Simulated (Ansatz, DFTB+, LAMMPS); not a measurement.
hcp Y, lattice constant a

Reference value: 3.648 Å (measured, 293 K, no zero-point or thermal correction; as tabulated in Wikipedia's data pages).

```
level (code)                    value (Å)
------------------------------  ---------
Lennard-Jones uff-vdw (LAMMPS)      3.251
GFN2-xTB as cut by DFTB+            4.427
PBE (Ansatz)                        3.656
PBE-D3(BJ) (Ansatz)                 3.604
r²SCAN+rVV10 (Ansatz)                   ?
PBE0 (Ansatz)                       3.705
Hartree–Fock (Ansatz)                   ?
```

Question: Fill in the missing entries.

Answer: 
- r²SCAN+rVV10 (Ansatz, a program for electronic structure), value (Å): 3.667
- Hartree–Fock (Ansatz), value (Å): 3.919

Differences against the reference: Lennard-Jones uff-vdw -10.9 %, GFN2-xTB as cut by DFTB+ +21 %, PBE +0.22 %, PBE-D3(BJ) -1.21 %, r²SCAN+rVV10 +0.52 %, PBE0 +1.56 %, Hartree–Fock +7.43 %.

Leaving aside Lennard-Jones uff-vdw (doubt noted below): The reference is not for a static lattice or low temperature, so close values are not ranked against it. Off by more than 1.25 %, or 1.75 % on the side where a correction would as a rule narrow the miss (bounds picked here): GFN2-xTB as cut by DFTB+ (+21 %), Hartree–Fock (+7.43 %), PBE0 (+1.56 %).

The reference isn't brought to a static lattice, while the calculations are for one, so the differences are not the levels' errors alone. The crystal itself was run without spin with PBE, PBE-D3(BJ), r²SCAN+rVV10, PBE0, Hartree–Fock; a magnetic state was not tried in these runs. Lennard-Jones uff-vdw, GFN2-xTB as cut by DFTB+: the cell moved over 20 % in volume from its start. Lennard-Jones uff-vdw: this is a force field's van der Waals term alone, without bonds or charges. GFN2-xTB as cut by DFTB+: the method was fitted mainly to molecules. GFN2-xTB as cut by DFTB+: codes differ in how they cut the long-range tail of xTB's charge interaction in a crystal, so the value belongs to this code. Cutoffs and k meshes differ between the levels. Ansatz's density-functional and Hartree–Fock values are scalar-relativistic unless marked +SOC, with PAW data made under PBE.

Differences are worked out from the printed values.
